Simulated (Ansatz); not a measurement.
# singlet C2: levels of theory in one basis

```xyz
2

C     0.0000    0.0000    0.0000
C     0.0000    0.0000    1.4300
```

Basis set: def2-SVP (spherical functions). Frozen core: 2 orbitals. Charge 0, multiplicity 1.

Computed with Ansatz (development build ahead of 0.2.0); each method stands on the lowest determinant of its kind that the runs found.

| method | E − E(RHF) (eV) | <S²> of the determinant |
| --- | --- | --- |
| RHF | 0.00 | 0.00 |
| UHF | -1.62 | 2.22 |
| RHF-MP2 | -4.95 | – |
| UHF-MP2 | -4.96 | 2.22 |

Problem. Is a single determinant a sound starting point here?

Solution. It is doubtful. Unrestricted orbitals lower Hartree–Fock by 1.62 eV and <S²> is 2.22 where a pure state has 0.00, a sign of strong static correlation.

Caution for RHF, RHF-MP2: an unrestricted determinant lies well below. Caution for UHF, UHF-MP2: the unrestricted determinant is a mixture of spin states. Caution for RHF-MP2, UHF-MP2: bonds are stretched, where a single reference can fail. Caution for RHF-MP2: other determinants can give a lower correlated total.
